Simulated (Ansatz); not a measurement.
**Gold, fcc under PBE: convergence with the Gaussian smearing**

Aim: find which Gaussian smearing width is enough for energy and pressure. The geometry was relaxed under PBE beforehand and stays fixed; 7 values are run, from 0.01 to 1.0 eV. Wanted are the values from which on the energy stays within 10 and 1 meV/atom, and the pressure within 0.5 GPa, of the narrowest run. Within the series other settings stay, but some runs also write fields, which adds to their time. Spin polarisation is left out.

Method: DFT PBE, plane waves with PAW, scalar-relativistic, in Ansatz 0.2.0.

## (1) The system as given

The structure is cubic, space group Fm-3m (No. 225). Conventional cell: a = 4.157 Å, b = 4.157 Å, c = 4.157 Å, α = 90.00°, β = 90.00°, γ = 90.00°. Au (site symmetry m-3m) has 12 Au at 2.94 Å as nearest neighbours.

As a file:

```
CELL_PARAMETERS angstrom
0.00000 2.07826 2.07826
2.07826 0.00000 2.07826
2.07826 2.07826 0.00000
ATOMIC_POSITIONS crystal
Au 0.00000 0.00000 0.00000
```

## (2) Run at 0.01 eV

The run at 0.01 eV.

Contents of input.yaml:

```yaml
crystal:
  lattice:
    - [0.0, 2.0782552709, 2.0782552709]
    - [2.0782552709, 0.0, 2.0782552709]
    - [2.0782552709, 2.0782552709, 0.0]
  atoms:
    - { symbol: Au, position: [0.0, 0.0, 0.0] }
hamiltonian:
  xc: pbe
  pseudopotentials:
    kind: paw
    azcp:
      Au: "pseudopotentials/Au.paw.azcp"
basis:
  ecutwfc: 420
  fft_grid_basis: typed
kpoints:
  mp_grid: { grid: [13, 13, 13], shift: [0, 0, 0] }
magnetization:
  spin_polarized: false
scf:
  occupations: { method: gaussian, width: 0.01 }
  lower_state_search: "off"
output:
  stress: true
  write_density: true
  write_potential: true
  elf: true
  volumetric_format: npy
```

On the command line:

```
$ ansatz run input.yaml --threads 1 --pin off --max-ram 3584MiB --backend cpu --events-out ev --progress --plain --runs-dir out
```

## (3) Run at 0.03 eV

The run at 0.03 eV.

Edit input.yaml of step 2 so:

```diff
@@ -21,3 +21,3 @@
 scf:
-  occupations: { method: gaussian, width: 0.01 }
+  occupations: { method: gaussian, width: 0.03 }
   lower_state_search: "off"
@@ -25,5 +25 @@
   stress: true
-  write_density: true
-  write_potential: true
-  elf: true
-  volumetric_format: npy
```

## (4) Run at 0.1 eV

The run at 0.1 eV.

Edit input.yaml of step 3 so:

```diff
@@ -21,3 +21,3 @@
 scf:
-  occupations: { method: gaussian, width: 0.03 }
+  occupations: { method: gaussian, width: 0.1 }
   lower_state_search: "off"
@@ -25 +25,5 @@
   stress: true
+  write_density: true
+  write_potential: true
+  elf: true
+  volumetric_format: npy
```

## (5) Run at 0.2 eV

The run at 0.2 eV.

Edit input.yaml of step 4 so:

```diff
@@ -21,3 +21,3 @@
 scf:
-  occupations: { method: gaussian, width: 0.1 }
+  occupations: { method: gaussian, width: 0.2 }
   lower_state_search: "off"
@@ -25,5 +25 @@
   stress: true
-  write_density: true
-  write_potential: true
-  elf: true
-  volumetric_format: npy
```

## (6) Run at 0.3 eV

The run at 0.3 eV.

Edit input.yaml of step 5 so:

```diff
@@ -21,3 +21,3 @@
 scf:
-  occupations: { method: gaussian, width: 0.2 }
+  occupations: { method: gaussian, width: 0.3 }
   lower_state_search: "off"
```

## (7) Run at 0.6 eV

The run at 0.6 eV.

Edit input.yaml of step 6 so:

```diff
@@ -21,3 +21,3 @@
 scf:
-  occupations: { method: gaussian, width: 0.3 }
+  occupations: { method: gaussian, width: 0.6 }
   lower_state_search: "off"
```

## (8) Run at 1.0 eV

The run at 1.0 eV.

Edit input.yaml of step 7 so:

```diff
@@ -21,3 +21,3 @@
 scf:
-  occupations: { method: gaussian, width: 0.6 }
+  occupations: { method: gaussian, width: 1.0 }
   lower_state_search: "off"
```

(Steps that only read results are left out.)

**Question.** What will these runs give?

The runs gave:

| quantity | value |
| --- | --- |
| E(σ → 0) stays within 10 meV/atom of 0.01 eV | up to 1.0 eV |
| E(σ → 0) stays within 1 meV/atom | up to 0.6 eV |
| pressure stays within 0.5 GPa | up to 0.6 eV |
| pressure at 0.01 eV | -0.15 GPa |
| energy of a separate run on a finer mesh (21×21×21) | +2.4 meV/atom from 0.01 eV |

At 1.0 eV the energy differs by +3.6 meV/atom and the pressure by +0.7 GPa. The free energy F moves by -72.4 meV/atom over the range, and the estimate for σ → 0 by +3.6. In theory F falls as the square of the width under this scheme, but here the ratio is not steady: the mesh at narrow widths, or a density of states that varies over the wide ones, can both cause that. The mesh (13×13×13) is fixed, so the narrowest widths carry a k-point error of their own. The yardstick itself is unsettled by 2.4 meV/atom against the finer mesh, so the thresholds above hold only within this series, and wider smearing, which averages over more states, can land nearer the fine-mesh value than the narrowest does. The cell taken over is 6 % larger than the measured one (16.96 Å³/atom, COD).
